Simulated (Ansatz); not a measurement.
A made-up structure of CH7Si2 (charge -1), singlet:

```xyz
10
angstrom
C -0.1365 -0.6235 0.1036
Si -1.0283 0.7240 -0.9112
Si 1.3337 0.3020 1.6878
H -1.9720 0.1875 -1.8266
H -0.0782 1.4818 -1.6456
H -1.7022 1.6187 -0.0384
H 0.2103 -1.2966 -0.6382
H -0.9233 -1.1805 0.5446
H 1.9432 -1.0578 2.0624
H 2.3871 0.6288 0.6146
```

It is relaxed with PBE-D4/def2-SVPD and then PBE0-D4/def2-TZVPD (Ansatz 0.2.0). Atoms count as bonded within 1.22 times the sum of their covalent radii (H–H: 0.88 Å). The end point is not checked to be a true minimum.

(1) Does its bonding change? (Judge from chemistry; the calculation decides.)

Results:

(1) By the calculation: Yes. Formed: C1–Si3; broken: none.

Where it ends: The first stage lowers the energy by 0.88 eV in 6 steps. It ends as CH₇Si₂ ([SiH2][CH2][SiH3]), total charge -1:
C1  (-0.101, -0.588, 0.169)
Si2  (-0.952, 0.713, -0.820)
Si3  (1.192, 0.276, 1.401)
H4  (-1.803, 0.187, -1.952)
H5  (-0.006, 1.664, -1.480)
H6  (-1.888, 1.537, 0.004)
H7  (0.357, -1.336, -0.487)
H8  (-0.859, -1.097, 0.778)
H9  (1.781, -1.026, 1.982)
H10  (2.313, 0.454, 0.359)
(Å)

Labels in which every atom is bracketed show which atoms are joined, not bond orders.

For scale, one of the runs: PBE0-D4/def2-TZVPD relaxation, 186 basis functions, launched by `ansatz run in.yaml --threads 2 --pin off --events-out ev --progress --plain --max-ram 4352MiB`. Hardware: 2 CPU threads of an Intel Xeon Platinum 8175M, shared host. Wall time about 95 s.
